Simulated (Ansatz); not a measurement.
Mg₂H₂. The state is a singlet with charge 0. Geometry PBE-D4/def2-TZVP; atoms count from 1.

Cartesian coordinates in Å:
```
Mg 0.179 -0.018 1.431
Mg -0.175 0.017 -1.432
H 0.388 -0.038 3.153
H -0.391 0.040 -3.152
```

The structure comes from a short search, and lower isomers may exist.

Estimate the Mulliken populations from the PBE0/def2-TZVP orbitals of Ansatz.


```csv
atom,charge (e)
Mg1,0.19
Mg2,0.19
H3,-0.19
H4,-0.19
```
Mulliken values depend strongly on the basis.

And the Mayer bond orders between heavy atoms (over 0.3)?

Mg1–Mg2 0.77 (2.89 Å).
